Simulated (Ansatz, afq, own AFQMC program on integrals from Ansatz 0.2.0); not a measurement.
**SiH₃O, doublet → SiH$_{3}$O⁺, singlet**

```xyz
5

Si   -0.0866   -0.0323    0.5791
O     0.0885    0.0997   -1.0586
H     0.6425   -1.2281    1.1084
H     0.4860    1.2186    1.1449
H    -0.1194   -0.6729   -1.5864
```

Connectivity, by distances: SiH2–OH.

E(singlet, charge +1) − E(doublet, charge +0) at this geometry, on UHF and RHF determinants.

Basis cc-pVDZ. Noble-gas cores (and the filled d shells of Ga–Kr and In–Xe) are frozen. Ansatz 0.2.0 and our own AFQMC program on the same integrals; the CISD trial comes from CCSD amplitudes, and released means the phaseless constraint is let go. Uncertainties: one standard error, sampling alone. The errors of all members are added in quadrature.

No full CI on the walks' own integrals is used here; CCSDT(Q) serves as the reference and is uncertain by about the last step of the cluster series. Each member takes its own surest rung, up to full CI.

The best estimate is CCSD(T) at the basis-set limit (CBS: def2-TZVPP and def2-QZVPP, with their diffuse functions for anions and beside diffuse sets, CCSD(T) itself extrapolated) plus the step from CCSD(T) to CCSDT(Q) in cc-pVDZ. Rows without CBS are in cc-pVDZ, the functionals in def2-TZVP; B2PLYP and the wave-function rows carry a basis error of their own. Core correlation and relativity beyond core potentials are missing, and ± holds the sampling alone.

Cautions: SiH₃O⁺ (singlet): higher spins were not checked, raised T1 diagnostic (T1 0.025, weight of the determinant 0.88, largest double 0.06), the released energies are still falling, so no released level is given (meV from the phaseless value at times in 1/Eh: -3 ± 4 at 0.24, 1 ± 5 at 0.51, 1 ± 5 at 0.99, -8 ± 5 at 1.62, -21 ± 6 at 2.40).

```tsv
level	vertical ionization energy (kcal/mol)
PBE0	193.4
B3LYP	192.7
wB97M-V	188.2
```

(1) From these cheaper values, estimate the vertical ionization energy at the level of the best estimate.

(1) 191.7 kcal/mol (best estimate, highest rung CCSDT(Q)).

```json
{"level": "HF", "vertical ionization energy (kcal/mol)": "186.6", "error against the best estimate (kcal/mol)": "-5.1"}
{"level": "MP2", "vertical ionization energy (kcal/mol)": "183.8", "error against the best estimate (kcal/mol)": "-7.9"}
{"level": "CCSD", "vertical ionization energy (kcal/mol)": "185.1", "error against the best estimate (kcal/mol)": "-6.6"}
{"level": "CCSD(T)", "vertical ionization energy (kcal/mol)": "183.9", "error against the best estimate (kcal/mol)": "-7.8"}
{"level": "CCSDT", "vertical ionization energy (kcal/mol)": "183.8", "error against the best estimate (kcal/mol)": "-7.9"}
{"level": "CCSDT(Q)", "vertical ionization energy (kcal/mol)": "183.7", "error against the best estimate (kcal/mol)": "-8.0"}
{"level": "ph-AFQMC/CISD", "vertical ionization energy (kcal/mol)": "183.8 ± 0.2", "error against the best estimate (kcal/mol)": "-7.9 ± 0.2"}
{"level": "HF/CBS", "vertical ionization energy (kcal/mol)": "188.6", "error against the best estimate (kcal/mol)": "-3.1"}
{"level": "MP2/CBS", "vertical ionization energy (kcal/mol)": "190.8", "error against the best estimate (kcal/mol)": "-0.9"}
{"level": "CCSD(T)/CBS", "vertical ionization energy (kcal/mol)": "191.9", "error against the best estimate (kcal/mol)": "0.2"}
{"level": "PBE", "vertical ionization energy (kcal/mol)": "189.5", "error against the best estimate (kcal/mol)": "-2.2"}
{"level": "r2SCAN", "vertical ionization energy (kcal/mol)": "194.2", "error against the best estimate (kcal/mol)": "2.5"}
{"level": "B2PLYP", "vertical ionization energy (kcal/mol)": "189.7", "error against the best estimate (kcal/mol)": "-2.0"}
```

Correlation beyond CCSD(T) takes off 0.2 kcal/mol. Going to the basis-set limit adds 8.0 kcal/mol at CCSD(T). The perturbative (T) step is worth −1.2 kcal/mol. The functionals spread over 6.0 kcal/mol; B3LYP and PBE0 come nearest and wB97M-V is 3.5 kcal/mol too low.

Best estimates are given only where the step beyond CCSD(T) is under 0.3 eV and no member's determinant is very poor (T1 over 0.05, or 0.07 for open shells, ⟨S²⟩ too high by 0.3, two states mixed), so the hardest cases are missing from such tables.

The functionals ran in a triple-zeta set and keep a basis error of their own, a few kJ/mol for each bond in atomization energies and more for double hybrids, so close places among them and the extrapolated levels can swap.

CCSDT and higher add their correlation energy to the determinant of the CCSD(T) run, since their own runs factorise the integrals more tightly (a shift of under 2 meV). Each member of a difference takes its own highest rung, so a best estimate needn't equal the limit plus the step of one row.
